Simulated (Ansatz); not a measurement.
The end point of a relaxation of CaO. Space group Fm-3m (No. 225), rock salt type. Calculation: PBE (plane waves to 420 eV, PAW, scalar-relativistic; Ansatz, an electronic-structure program).

```cif
data_Ca4O4
_chemical_formula_sum 'O4 Ca4'
_space_group_name_H-M_alt 'Fm-3m'
_space_group_IT_number 225
_space_group_name_Hall '-F 4 2 3'
_cell_length_a 4.83070
_cell_length_b 4.83070
_cell_length_c 4.83070
_cell_angle_alpha 90.000
_cell_angle_beta 90.000
_cell_angle_gamma 90.000
loop_
_atom_site_label
_atom_site_type_symbol
_atom_site_symmetry_multiplicity
_atom_site_Wyckoff_symbol
_atom_site_fract_x
_atom_site_fract_y
_atom_site_fract_z
_atom_site_occupancy
O1 O 4 a 0.00000 0.00000 0.00000 1
Ca1 Ca 4 b 0.50000 0.50000 0.50000 1
```
(The calculation used a cell of 2 atoms; values per cell refer to that cell.)

```json
{
  "volume_per_atom": "14.09 Å³",
  "band_gap": "3.66 eV, indirect (valence top at Γ, conduction bottom at X) (no spin-orbit coupling)",
  "smallest_direct_gap": "4.03 eV at X",
  "shortest_distances": "Ca–O 2.42 Å; Ca–Ca 3.42 Å; O–O 3.42 Å",
  "k-mesh": "12×12×12"
}
```

Band energies at high-symmetry points (eV from the VBM; labels of this space group; no spin-orbit coupling), from −5 eV up to 5.9 eV:

| point | energies |
|---|---|
| Γ | 0.00 0.00 0.00 4.61 |
| X | -1.31 -0.38 -0.38 3.66 |
| U | -1.32 -1.21 -0.77 5.12 |
| K | -1.32 -1.21 -0.77 5.12 |
| L | -2.59 -1.16 -1.16 |
| W | -1.25 -1.05 -1.05 |

No spin polarisation in the result.

Measured for CaO: a 4.781 Å (static lattice; corrected from measurement; as listed in Wei Chen et al., Physical Review Materials (2018)). Computed minus measured — a: PBE +1.0 %. The computed values are for a static lattice.

The run could not lose the symmetry of its start; a randomly shaken copy of 2 atoms returns to this structure.

All atoms sit on sites fixed by symmetry, so only the cell could relax.
